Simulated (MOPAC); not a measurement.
MOPAC input (PM3):

```
PM3 FORCE THERMO(298,298) PRECISE LET CHARGE=1 GEO-OK AUX(PRECISION=9) THREADS=1
CN

C     0.00000000 1    0.00000000 1   -0.62511979 1
N    -0.00000000 1   -0.00000000 1    0.53494357 1
```

Question: Which zero-point energy does it print?

Answer: 2.91 kcal/mol, from the harmonic wavenumbers of PM3.
